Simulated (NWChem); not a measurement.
What BH2Cl (SMILES BCl) costs in NWChem

BH2Cl has 4 atoms, charge 0, and is taken as a singlet. SMILES: `BCl`. The coordinates come from a PBE0-D4/def2-TZVP relaxation.

```xyz
4

B    -0.1167    0.0217   -0.0753
Cl    1.3650   -0.3953    0.7212
H    -1.1062   -0.5595    0.2404
H    -0.0866    0.8728   -0.9066
```

Program: NWChem 7.3.0. Hardware: 1 thread of Intel Xeon Platinum 8488C (Sapphire Rapids), shared host, so times are rough. Two-electron integrals are exact unless an approximation is named.

(1) Estimate their order by wall time, quickest first.
A. gradient at r2SCAN/def2-TZVP, grid fine
B. gradient at r2SCAN/def2-SVP, grid fine
C. gradient at r2SCAN/def2-QZVP, grid fine

Answers

(1) B (4.2 s), A (14 s), C (2.5 min).
